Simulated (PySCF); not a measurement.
**EPR parameters of PF**

Species: PF (triplet state).
Atom-mapped SMILES: `[F:1][P:2]`

Method: UKS B3LYP, IGLO-III on F P, non-relativistic, mean-field spin-orbit, GIAO (PySCF). Isolated species at its PBE0-D3(BJ)/def2-SVP geometry, gas phase.

```json
{
 "g1, g2, g3": "2.00100, 2.00100, 2.00216",
 "g_iso": "2.00139",
 "Form of g": "axial",
 "⟨S²⟩": "2.0053 (exact 2.0000)",
 "D, E": "6.173, 0.000 cm⁻¹",
 "α and β electrons": "13, 11",
 "Basis functions": "79"
}
```

Hyperfine couplings atom by atom, in MHz; T1 to T3 are the principal values of the dipolar part; ρ(0) is the spin density at the nucleus:

| atom | isotope | a_iso | of which spin–orbit | T1 | T2 | T3 | Mulliken spin population | ρ(0) (bohr⁻³) |
| --- | --- | --- | --- | --- | --- | --- | --- | --- |
| F1 | 19F | 79.8 | 3.6 | -162.5 | 81.2 | 81.2 | 0.06 | 0.0362 |
| P2 | 31P | 50.8 | -7.8 | -336.9 | 168.4 | 168.4 | 1.94 | 0.0647 |

Largest spin populations (Mulliken): P2 (+1.94) and F1 (+0.06). No atom but P2 exceeds +0.15.

Axes: g3 lies along the molecular axis.
